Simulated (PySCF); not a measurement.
Potential energy curve for SMILES O (H2O). The O1–H3 bond (O1 also carries H; H3 carries nothing else) is varied alone, starting from the PBE0/def2-TZVP optimised geometry.

Levels: UHF/6-31G (PySCF); RHF/6-31G (PySCF); UKS-BLYP = unrestricted BLYP/6-31G (PySCF); RKS-BLYP = restricted BLYP/6-31G in PySCF; UKS-LDA (SVWN5) = PySCF with unrestricted LDA (SVWN5)/6-31G; RKS-LDA (SVWN5) = restricted LDA (SVWN5)/6-31G run with PySCF; UKS-CAM-B3LYP = PySCF with unrestricted CAM-B3LYP/6-31G; RKS-CAM-B3LYP = restricted CAM-B3LYP/6-31G run with PySCF 2.14.0.

Scanned distances (Å): 0.71, 0.77, 0.81, 0.86, 0.90, 0.92, 0.96, 1.00, 1.01, 1.05, 1.11, 1.18, 1.28, 1.45, 1.60, 1.72, 1.92, 2.10, 2.35, 2.59, 2.89, 3.34.

Q: Where does the unrestricted solution first break spin symmetry (<S²> of 0.01 or more)?

A: UHF: between 1.28 and 1.45 Å; UKS-BLYP: between 1.72 and 1.92 Å; UKS-LDA (SVWN5): between 1.72 and 1.92 Å; UKS-CAM-B3LYP: between 1.45 and 1.60 Å.

| R / Å | <S²> UHF | E(RHF) − E(UHF) / kJ/mol | <S²> UKS-BLYP | E(RKS-BLYP) − E(UKS-BLYP) / kJ/mol | <S²> UKS-LDA (SVWN5) | E(RKS-LDA (SVWN5)) − E(UKS-LDA (SVWN5)) / kJ/mol | <S²> UKS-CAM-B3LYP | E(RKS-CAM-B3LYP) − E(UKS-CAM-B3LYP) / kJ/mol |
|---|---|---|---|---|---|---|---|---|
| 0.71 | 0.00 | 0.0 | 0.00 | 0.0 | 0.00 | 0.0 | 0.00 | 0.0 |
| 0.77 | 0.00 | 0.0 | 0.00 | 0.0 | 0.00 | 0.0 | 0.00 | 0.0 |
| 0.81 | 0.00 | 0.0 | 0.00 | 0.0 | 0.00 | 0.0 | 0.00 | 0.0 |
| 0.86 | 0.00 | 0.0 | 0.00 | 0.0 | 0.00 | 0.0 | 0.00 | 0.0 |
| 0.90 | 0.00 | 0.0 | 0.00 | 0.0 | 0.00 | 0.0 | 0.00 | 0.0 |
| 0.92 | 0.00 | 0.0 | 0.00 | 0.0 | 0.00 | 0.0 | 0.00 | 0.0 |
| 0.96 | 0.00 | 0.0 | 0.00 | 0.0 | 0.00 | 0.0 | 0.00 | 0.0 |
| 1.00 | 0.00 | 0.0 | 0.00 | 0.0 | 0.00 | 0.0 | 0.00 | 0.0 |
| 1.01 | 0.00 | 0.0 | 0.00 | 0.0 | 0.00 | 0.0 | 0.00 | 0.0 |
| 1.05 | 0.00 | 0.0 | 0.00 | 0.0 | 0.00 | 0.0 | 0.00 | 0.0 |
| 1.11 | 0.00 | 0.0 | 0.00 | 0.0 | 0.00 | 0.0 | 0.00 | 0.0 |
| 1.18 | 0.00 | 0.0 | 0.00 | 0.0 | 0.00 | 0.0 | 0.00 | 0.0 |
| 1.28 | 0.00 | 0.0 | 0.00 | 0.0 | 0.00 | 0.0 | 0.00 | 0.0 |
| 1.45 | 0.36 | 17.3 | 0.00 | 0.0 | 0.00 | 0.0 | 0.00 | 0.0 |
| 1.60 | 0.64 | 73.2 | 0.00 | 0.0 | 0.00 | 0.0 | 0.04 | 0.2 |
| 1.72 | 0.76 | 128.4 | 0.00 | 0.0 | 0.00 | 0.0 | 0.29 | 9.1 |
| 1.92 | 0.88 | 222.7 | 0.31 | 7.6 | 0.03 | 0.0 | 0.60 | 44.5 |
| 2.10 | 0.94 | 301.7 | 0.56 | 25.3 | 0.39 | 8.8 | 0.77 | 85.8 |
| 2.35 | 0.98 | 397.0 | 0.77 | 55.4 | 0.66 | — | 0.89 | 143.9 |
| 2.59 | 0.99 | 472.5 | 0.87 | — | 0.80 | — | 0.95 | 193.9 |
| 2.89 | 1.00 | 547.9 | 0.94 | — | 0.90 | — | 0.98 | 245.7 |
| 3.34 | 1.00 | 629.5 | 0.98 | — | 0.96 | — | 1.00 | 302.5 |

Dashes: no converged value, or the column stops at the first point that the program doubted or that broke a chosen test of continuity, which isn't proof of a fault.
